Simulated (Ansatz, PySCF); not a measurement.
Si₂, SMILES [Si]=[Si] (connectivity only; charge and spin as stated), neutral, multiplicity 3. Atoms are numbered in the order given.

```xyz
2

Si     0.0000     0.0000    -1.1263
Si     0.0000     0.0000     1.1263
```
Charge 0, spin multiplicity 3.

Geometry: PBE0-D3(BJ)/def2-TZVPD.

Two levels are set side by side: PBE-D3(BJ)/def2-TZVPD (Ansatz, an electronic-structure program) and PBE0-D3(BJ)/def2-TZVPD (Ansatz). Each level has its own optimised geometry; the coordinates shown are those of the second. Frequencies come from the Hessian of PySCF at each geometry. Differences are taken from unrounded values.

```json
[
 {"quantity": "bond Si1–Si2 (Å)", "PBE0-D3(BJ)": "2.253", "PBE-D3(BJ)": "2.284", "PBE-D3(BJ) minus PBE0-D3(BJ)": "0.032"},
 {"quantity": "highest harmonic wavenumber (cm⁻¹)", "PBE0-D3(BJ)": "520", "PBE-D3(BJ)": "484", "PBE-D3(BJ) minus PBE0-D3(BJ)": "-35"},
 {"quantity": "mean harmonic wavenumber (cm⁻¹)", "PBE0-D3(BJ)": "520", "PBE-D3(BJ)": "484", "PBE-D3(BJ) minus PBE0-D3(BJ)": "-35"},
 {"quantity": "zero-point energy (kcal/mol)", "PBE0-D3(BJ)": "0.74", "PBE-D3(BJ)": "0.69", "PBE-D3(BJ) minus PBE0-D3(BJ)": "-0.05"}
]
```
